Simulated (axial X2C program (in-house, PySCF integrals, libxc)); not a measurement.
Potential curves of SiP, two-component

Calculated with an axial X2C code built on PySCF integrals. Two-component (2c) means X2C with spin–orbit coupling and atomic mean-field two-electron Coulomb and Gaunt terms. Basis: P dyall-v2z [7s7p1d], Si dyall-v2z [7s7p1d] (cores contracted in-house); Gaussian nuclei, density fitting, unrestricted open shells. Masses: P 30.974 u, Si 27.977 u.

State: Ω = 3/2 (⟨Sz⟩ = 0.50, ⟨Lz⟩ = 1.00 at PBEsol). Energies in eV from the fragments at the same level (P + Si). Fits are polynomials in 1 − R0/R over 0.85 to 1.23 times the lowest point R0.

| R (Å) | PBEsol |
| --- | --- |
| 1.8218 | -2.7761 |
| 1.9055 | -3.4593 |
| 1.9684 | -3.7636 |
| 2.0312 | -3.9317 |
| 2.0940 | -3.9942 |
| 2.1673 | -3.9659 |
| 2.2406 | -3.8568 |
| 2.3348 | -3.6341 |
| 2.4500 | -3.2838 |
| 2.6175 | -2.7118 |

One determinant describes the state; a PBE0 search over occupations chose it and may have missed a lower one. Dissociation energies refer to the lowest single-determinant-based atoms at the same level and basis. Density functionals use the spin component along the axis (collinear). The 2c atoms are single determinants rather than J levels; their spin–orbit lowering is only partly caught, and De is too large by that part. This holds for PBEsol. Other states lie close and PBE0, whose exact exchange favours high spin, may order them wrongly; the determinant shown need not be the ground state. The nearest other 2c determinant of the search, Ω = 1/2, lies 0.02 eV up at the distance of the search. Without a current term, density functionals place determinants with orbital angular momentum somewhat too high. At some level and bond length an empty orbital lies below a filled one.

Q: Fit the PBEsol curve near its minimum: give the equilibrium distance, the harmonic wavenumber and the well depth.

A: At PBEsol, 2c: Re = 2.109 Å, ωe ≈ 597 cm⁻¹, De = 4.00 eV to P + Si; Be follows as 0.258 cm⁻¹.
